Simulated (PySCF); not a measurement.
Level of theory: PBE-D3(BJ)/def2-TZVP // B3LYP-D3(BJ)/def2-TZVP in PySCF. All species are isolated molecules in the gas phase. 

Reference species (SMILES): `[SH]` (neutral, multiplicity 2).

```
Quantity                         Result
-----------------------------  --------
dipole moment                    0.87 D
highest occupied spin orbital  -6.12 eV
```

Changed species: `[CH2]C` (radical fragment; the reference has radical fragment).

Q: Predict the effect on the dipole moment and highest occupied spin orbital.

A: the dipole moment falls by 0.52 D, to 0.35 D; the highest occupied spin orbital increases by 1.57 eV, to -4.55 eV.
